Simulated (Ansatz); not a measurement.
Geometry optimisation, Ansatz, RKS PBE-D4/6-31G*.

input.yaml

```yaml
crystal:
  periodic: [false, false, false]
  atoms:
    - { symbol: C, position_ang: [-1.2904, 1.5621, -0.0924] }
    - { symbol: C, position_ang: [-0.5671, 0.563, -0.1412] }
    - { symbol: C, position_ang: [0.183, -0.4759, -0.1878] }
    - { symbol: C, position_ang: [1.3526, -0.7545, 0.8371] }
    - { symbol: S, position_ang: [0.0011, -1.6061, -1.5008] }
    - { symbol: H, position_ang: [-2.2862, 1.5885, 0.4206] }
    - { symbol: H, position_ang: [-1.025, 2.5295, -0.596] }
    - { symbol: H, position_ang: [2.3035, -0.7937, 0.3604] }
    - { symbol: H, position_ang: [1.3202, 0.0288, 1.6544] }
    - { symbol: H, position_ang: [1.0908, -1.7195, 1.3646] }
    - { symbol: H, position_ang: [-1.017, -0.9791, -2.0984] }
basis:
  gaussian: { orbitals: "6-31G*" }
hamiltonian:
  xc: pbe
  dispersion: d4
relax:
  f_tol: 0.015
  max_steps: 40
```

Launched with:

```bash
$ ansatz run input.yaml --threads 1 --pin off --max-ram 2048MiB --backend cpu --events-out ev --progress --plain --runs-dir out
```

Where does it end, and by what steps?

It converged. After 8 steps the energy has fallen by 0.517 eV; H11 moved furthest, 0.16 Å.

| step | energy less start (eV) | largest force component (eV/Å) | accepted |
| --- | --- | --- | --- |
| 0 | 0.0000 | 5.721 | yes |
| 1 | -0.4268 | 1.319 | yes |
| 2 | -0.4075 | 1.651 | no |
| 3 | -0.5081 | 0.322 | yes |
| 4 | -0.4979 | 0.609 | no |
| 5 | -0.5168 | 0.046 | yes |
| 6 | -0.5172 | 0.022 | yes |
| 7 | -0.5171 | 0.012 | no |
| 8 | -0.5173 | 0.003 | yes |

```xyz
11
Properties=species:S:1:pos:R:3
C -1.345 1.664 -0.070
C -0.569 0.604 -0.122
C 0.208 -0.458 -0.174
C 1.291 -0.768 0.833
S 0.081 -1.700 -1.475
H -2.302 1.658 0.470
H -1.071 2.609 -0.559
H 2.279 -0.828 0.341
H 1.330 0.015 1.604
H 1.103 -1.739 1.325
H -0.940 -1.113 -2.153
```

Run time: 36 s on 1 thread of AMD EPYC 7R43 64-Core Processor (Zen 3) (shared host), peak memory 0.15 GiB.
